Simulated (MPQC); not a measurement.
# One shape, several levels: H2O3 (trioxidane)

Wanted: a comparison of 6 runs (HF/STO-3G, HF/3-21G, HF/def2-SVP, PBE0/def2-SVP, UB3LYP/6-31+G*, MP2/6-31+G*) of H2O3 (trioxidane). 

The calculation is run with MPQC 2.3.1.

2 further runs of the same task are left out: 2 set aside as unsound or not needed.

**1. The molecule**

The species is H2O3 (5 atoms), meant as a singlet with charge 0. SMILES: `OOO`. Geometry: relaxed at GFN2-xTB. This is a higher conformer, about 11 kJ/mol above the lowest found by a separate search.

Bond lengths: O1–O2 1.390 Å, O2–O3 1.391 Å, O1–H4 0.972 Å, O3–H5 0.972 Å. Angles: O1–O2–O3 110.7°, O2–O1–H4 106.7°, O2–O3–H5 106.5°.

**2. Energy and forces at HF/STO-3G (run 1)**

File run.in:

```
% H2O3
molecule<Molecule>: (
  symmetry = c1
  unit = angstrom
  { atoms geometry } = {
    O  [ -0.984020      -0.692710      -0.137760 ]
    O  [ -0.127030      -0.049090       0.747210 ]
    O  [ 1.176430      -0.056790       0.262120 ]
    H  [ -1.378730      -0.001520      -0.695970 ]
    H  [ 1.313340       0.800110      -0.175600 ]
  }
)
basis<GaussianBasisSet>: (
  name = "STO-3G"
  molecule = $:molecule
  basisdir = "."
  puream = yes
)
mpqc: (
  checkpoint = no
  savestate = no
  restart = no
  do_energy = yes
  do_gradient = yes
  optimize = no
  mole<CLHF>: (
    molecule = $:molecule
    basis = $:basis
    total_charge = 0
    memory = 1000000000
    print_evals = yes
    print_npa = yes
    maxiter = 120
    value_accuracy = 1e-08
    guess_wavefunction<CLHF>: (
      molecule = $:molecule
      total_charge = 0
      memory = 1000000000
      value_accuracy = 1e-3
      basis<GaussianBasisSet>: (
        name = "3-21G"
        molecule = $:molecule
      )
    )
  )
)
```

The basis set STO-3G is read from a file made from the Basis Set Exchange's data (not shown).

Started as:

```bash
mpqc run.in > run.out
```

Output:

```text
MPQC: Massively Parallel Quantum Chemistry
[...]
  LUMO is    14   A =   0.436827
  total scf energy = -222.5708303309
[...]
Value of the MolecularEnergy: -222.5708303309
  Gradient of the MolecularEnergy:
      1   -0.0259865493
      2    0.0452718019
      3   -0.0147137148
      4    0.0078665910
      5   -0.0227377783
      6   -0.0097344283
      7    0.0024889841
      8    0.0540458901
      9   -0.0088247922
     10    0.0086097380
     11   -0.0377897073
     12    0.0171417545
[...]
      symmetry = c1
[...]
```

Wall time 0.24 s (1 thread of Intel Xeon 6975P-C (Granite Rapids), shared host).

**3. Energy and gradient at HF/3-21G (run 2)**

File input.in:

```
% H2O3
molecule<Molecule>: (
   symmetry = c1
   unit = bohr
   { atoms geometry } = {
      O  [ -1.85952830  -1.30903218  -0.26032867 ]
      O  [ -0.24005191  -0.09276666   1.41202226 ]
      O  [ 2.22313050  -0.10731755   0.49533501 ]
      H  [ -2.60542210  -0.00287238  -1.31519269 ]
      H  [ 2.48185291   1.51198877  -0.33183591 ]
   }
)
basis<GaussianBasisSet>: (
   name = "3-21G"
   molecule = $:molecule
   basisdir = "."
   puream = yes
)
mpqc: (
   checkpoint = no
   savestate = no
   restart = no
   do_energy = yes
   do_gradient = yes
   optimize = no
   mole<CLHF>: (
      molecule = $:molecule
      basis = $:basis
      total_charge = 0
      memory = 1000000000
      print_evals = yes
      print_npa = yes
      maxiter = 120
      value_accuracy = 1e-08
      guess_wavefunction<ExtendedHuckelWfn>: (
         molecule = $:molecule
         total_charge = 0
         multiplicity = 1
         basis<GaussianBasisSet>: (
            name = "STO-3G"
            molecule = $:molecule
         )
      )
   )
)
```

The basis set 3-21G is read from a file made from the Basis Set Exchange's data (not shown).

Started as:

```bash
mpqc input.in > input.out
```

Output:

```text
MPQC: Massively Parallel Quantum Chemistry
[...]
  CLSCF::init: total charge = 0
[...]
  nbasis = 31
[...]
  iter     1 energy = -220.9553860912 delta = 2.08165e-01
[...]
  LUMO is    14   A =   0.215056
  total scf energy = -224.2958253350
[...]
Value of the MolecularEnergy: -224.2958253350
  Gradient of the MolecularEnergy:
      1    0.0271092862
      2    0.0351962237
      3    0.0398913344
      4    0.0225109185
      5   -0.0386402137
      6   -0.0622252734
      7   -0.0523834336
      8    0.0118046640
      9    0.0249605509
     10   -0.0031321557
     11   -0.0054348566
     12   -0.0022044037
[...]
      symmetry = c1
[...]
```

Wall time 0.46 s (1 thread of Intel Xeon 6975P-C (Granite Rapids), shared host).

Runs 3 to 5 aren't shown in full; the table further down has their settings and results.

**4. Energy and gradient at MP2/6-31+G(d) (spherical functions) (run 6)**

File job.in:

```
molecule<Molecule>: (
    symmetry = c1
    unit = angstrom
    { atoms geometry } = {
        O  [ -0.984020      -0.692710      -0.137760 ]
        O  [ -0.127030      -0.049090       0.747210 ]
        O  [ 1.176430      -0.056790       0.262120 ]
        H  [ -1.378730      -0.001520      -0.695970 ]
        H  [ 1.313340       0.800110      -0.175600 ]
    }
)
basis<GaussianBasisSet>: (
    name = "6-31+G*"
    molecule = $:molecule
    basisdir = "."
    puream = yes
)
mpqc: (
    checkpoint = no
    savestate = no
    restart = no
    do_energy = yes
    do_gradient = yes
    optimize = no
    mole<MBPT2>: (
        molecule = $:molecule
        basis = $:basis
        memory = 1000000000
        method = mp
        nfzc = 3
        reference<CLHF>: (
            molecule = $:molecule
            basis = $:basis
            total_charge = 0
            memory = 1000000000
            print_evals = yes
            maxiter = 120
            value_accuracy = 1e-08
            guess_wavefunction<CLHF>: (
                molecule = $:molecule
                total_charge = 0
                memory = 1000000000
                value_accuracy = 1e-3
                basis<GaussianBasisSet>: (
                    name = "STO-3G"
                    molecule = $:molecule
                )
            )
        )
    )
)
```

The basis set 6-31+G* is read from a file made from the Basis Set Exchange's data (not shown).

Started as:

```bash
mpqc -o job.out job.in
```

Output:

```text
MPQC: Massively Parallel Quantum Chemistry
[...]
  LUMO is    14   A =   0.140089
  total scf energy = -225.5302398064
[...]
  MP2 correlation energy [au]:         -0.552663861921
  MP2 energy [au]:                   -226.082903668325
[...]
Value of the MolecularEnergy: -226.0829036683
  Gradient of the MolecularEnergy:
      1    0.0111464263
      2    0.0301598043
      3    0.0182936601
      4    0.0140720215
      5   -0.0263051687
      6   -0.0342613751
      7   -0.0305087800
      8    0.0181103877
      9    0.0107234148
     10   -0.0011853756
     11   -0.0120286167
     12    0.0019255300
[...]
        symmetry = c1
[...]
```

Wall time 12 s (1 thread of Intel Xeon 6975P-C (Granite Rapids), shared host); peak memory 0.35 GiB.

**5. Overview of the runs**

```tsv
run	level	starting guess	integration grid	energy (Eh)	HOMO energy (eV)	LUMO energy (eV)	HOMO–LUMO gap (eV)	wall time
1	HF/STO-3G	3-21G	–	-222.570830	-9.95	11.89	21.84	0.24 s
2	HF/3-21G	huckel STO-3G	–	-224.295825	-12.86	5.85	18.71	0.46 s
3	HF/def2-SVP	3-21G	–	-225.350073	-13.34	4.18	17.52	2.3 s
4	PBE0/def2-SVP	STO-2G	xfine	-226.266161	-8.24	0.78	9.01	19 s
5	UB3LYP/6-31+G* (Cartesian functions)	program's own	coarse	-226.686526	–	–	–	6.3 s
6	MP2/6-31+G* (spherical functions)	STO-3G	–	-226.082904	-13.44	3.81	17.26	12 s
```

**6. Outcome**

```
                                          quantity          value
                               run 6: total energy  -226.08290 Eh
        run 6: HOMO energy (Hartree–Fock orbitals)      -13.44 eV
        run 6: LUMO energy (Hartree–Fock orbitals)        3.81 eV
      run 6: HOMO–LUMO gap (Hartree–Fock orbitals)       17.26 eV
run 6: correlation energy (3 core orbitals frozen)     -552.7 mEh
                   run 6: largest force on an atom     2.336 eV/Å
```

**Reading.** Over runs 1, 2, 3, 4 the HOMO–LUMO gap runs from 9.01 eV (PBE0/def2-SVP) to 21.84 eV (HF/STO-3G). The two ends differ in method and basis. Totals of different functionals can't be ranked against each other. In run 1 the basis is minimal, so the values are rough. All runs together took 41 s, the longest 19 s.
